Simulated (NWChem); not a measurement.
Molecule: methanol (CH4O); SMILES CO

```xyz
6

C     -0.0103    -0.6588     0.0000
O     -0.0877     0.7481     0.0000
H      0.4965    -1.0494    -0.8912
H     -1.0337    -1.0351     0.0000
H      0.4965    -1.0494     0.8912
H      0.8040     1.1014     0.0000
```
Atoms are numbered in this order, from 1.

All runs: NWChem. All runs use the structure optimised with PBE0-D3(BJ)/def2-TZVP. Ions are spin-unrestricted doublets at the neutral geometry; other ion states weren't tried. Functional: LC-ωPBE (HJS hole) with def2-SVP; rows give the range parameter ω in 1/bohr.

| range parameter (1/bohr) | vertical ionisation energy, ΔSCF (eV) | −ε(HOMO) (eV) | ΔSCF minus −ε(HOMO) (eV) |
|---|---|---|---|
| 0.05 | 10.47 | 6.49 | 3.98 |
| 0.20 | 10.60 | 8.55 | 2.05 |
| 0.35 | 10.82 | 10.06 | 0.76 |
| 0.40 | 10.90 | 10.45 | 0.45 |
| 0.50 | 11.01 | 11.09 | -0.08 |
